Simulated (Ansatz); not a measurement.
`CC(=N)F` and `N=C(F)F` differ in one atom or group.

Ansatz, PBE0-D4/def2-TZVP geometries, multiplicity 1. Each molecule was computed in one conformer, which needn't be the lowest.

| property | `CC(=N)F` |
| --- | --- |
| HOMO energy (PBE/def2-TZVPP) / eV | -6.81 |
| zero-point energy (PBE0-D4/def2-TZVP) / kJ/mol | 161.7 |
| HOMO energy (B3LYP/def2-TZVPP) / eV | -8.18 |
| size of the dipole moment (B3LYP/def2-TZVPP) / D | 3.39 |
| LUMO energy (PBE0/def2-TZVPP) / eV | 0.22 |
| HOMO–LUMO gap (PBE0/def2-TZVPP) / eV | 8.65 |

Question: Give the same properties after the change, and the shifts. (Best estimate.)

Answer: Computed: 
```csv
property,`N=C(F)F`,shift
HOMO energy (PBE/def2-TZVPP) / eV,-7.69,-0.88
zero-point energy (PBE0-D4/def2-TZVP) / kJ/mol,69.0,-92.7
HOMO energy (B3LYP/def2-TZVPP) / eV,-9.16,-0.98
size of the dipole moment (B3LYP/def2-TZVPP) / D,1.47,-1.92
LUMO energy (PBE0/def2-TZVPP) / eV,0.26,0.04
HOMO–LUMO gap (PBE0/def2-TZVPP) / eV,9.69,1.04
```

The zero-point energy changes by -92.7 kJ/mol with -9 modes. Dipoles are sizes alone; their direction can turn.

B3LYP here is the variant with VWN-RPA as its local correlation; programs differ in this.
